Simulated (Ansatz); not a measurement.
A nudged elastic band was laid between two geometries of C3H6FN (11 atoms, charge 0, multiplicity 1).

Level of theory: RKS revPBE/cc-pVDZ in Ansatz.

* movable images: 5
* climbing image: yes
* spring: 5.0 eV/Å²
* optimiser: quadratic models (default)
* start path: IDPP
* force threshold: 0.05 eV/Å
* iteration limit: 60
* end points: relaxed

First end point:

```xyz
11
Properties=species:S:1:pos:R:3
N -0.512 1.494 0.875
C -0.157 0.059 0.775
C 0.720 -0.171 -0.431
C 0.549 -1.128 -1.359
F -0.466 -2.040 -1.304
H -1.070 1.628 1.733
H -1.167 1.714 0.108
H -1.020 -0.649 0.744
H 0.425 -0.195 1.692
H 1.569 0.517 -0.574
H 1.194 -1.285 -2.238
```

Last end point:

```xyz
11
Properties=species:S:1:pos:R:3
N -0.953 1.235 1.019
C -0.265 -0.069 0.860
C 0.699 -0.158 -0.306
C 0.582 -0.985 -1.361
F -0.432 -1.895 -1.471
H -0.236 1.969 1.144
H -1.393 1.472 0.115
H -1.037 -0.857 0.762
H 0.277 -0.275 1.809
H 1.560 0.531 -0.326
H 1.263 -1.025 -2.226
```

Task: What changes between the two ends?

Result: No bond is made or broken. The height of N1 over the plane of its neighbours goes from -0.43 to 0.43 Å.

Task: Give the energies along the band, and the barrier.

Result: It converged. The highest image is number 3 of 0 to 6, 0.263 eV above the first end and 0.294 eV above the last; the last end lies 0.032 eV below the first. A vibrational analysis at the climbing image gives one clearly imaginary mode, 706i cm⁻¹: a first-order saddle point.

```tsv
image	path coordinate (Å)	energy (eV)	height of N1 over the plane of its neighbours (Å)
0	0.00	0.000	-0.43
1	0.29	0.015	-0.41
2	0.58	0.105	-0.30
3	0.87	0.263	-0.01
4	1.19	0.073	0.31
5	1.51	-0.016	0.42
6	1.84	-0.032	0.43
```

Task: What is the geometry of the highest image?

Result: 
```xyz
11
Properties=species:S:1:pos:R:3
N -0.814 1.295 0.877
C -0.244 -0.030 0.780
C 0.732 -0.171 -0.377
C 0.638 -1.056 -1.384
F -0.353 -1.997 -1.452
H -0.669 1.874 1.694
H -1.392 1.662 0.128
H -1.016 -0.831 0.696
H 0.297 -0.229 1.731
H 1.562 0.552 -0.430
H 1.325 -1.125 -2.242
```

Task: What are the harmonic wavenumbers there?

Result: 706i, 78, 213, 217, 302, 513, 652, 750, 825, 883, 943, 1042, 1106, 1112, 1201, 1290, 1310, 1369, 1409, 1547, 1672, 2914, 2980, 3099, 3125, 3559, 3693 cm⁻¹.

Time of the run: 62 s on 2 threads of Arm Neoverse V1, on a shared host, peak memory 0.15 GiB.
